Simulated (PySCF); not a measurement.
Estimate the missing entries of this data sheet.

C4H4S.
InChI=1S/C4H4S/c1-2-4-5-3-1/h1-4H

| property | level | value |
| --- | --- | --- |
| point group | PBE0-D3(BJ)/def2-SVP | C2v |
| rotational constants A, B, C | PBE0-D3(BJ)/def2-SVP | ? |
| dipole moment | PBE0/pcSseg-1 | ? |
| HOMO energy | PBE0/pcSseg-1 | ? |
| LUMO energy | PBE0/pcSseg-1 | -0.43 eV |
| 13C chemical shifts (computed TMS as zero) by class | GIAO PBE0/pcSseg-1 | ? |
| 1H chemical shifts (computed TMS as zero) by class | GIAO PBE0/pcSseg-1 | 7.19 (2 H), 7.17 (2 H) ppm |
| isotropic shieldings of nuclei other than C and H, by class | GIAO PBE0/pcSseg-1 | ? |

Electronic properties: PySCF, gas phase, density fitting. Isolated species at its PBE0-D3(BJ)/def2-SVP geometry, gas phase.

Task: What is the dipole moment?

Result: 0.49 D.

Task: Give the isotropic shieldings of nuclei other than C and H, by class.

Result: 275 (1 S) ppm.

Task: The HOMO energy?

Result: -6.94 eV.

Task: What are the 13C chemical shifts (computed TMS as zero) by class?

Result: 132.8 (2 C), 131.4 (2 C) ppm.

Task: What are the rotational constants A, B, C?

Result: 8.045, 5.408, 3.234 GHz.

Point group C2v permits a dipole; with 0.49 D the species has a pure rotational spectrum. The dipole matches unit charges of opposite sign 0.10 Å apart (1 e·Å = 4.8032 D). With B = h/(8π²I), that is 505.379 GHz u Å² over I, the principal moments of inertia are 62.8, 93.5 and 156.3 u Å² (most abundant isotopes).
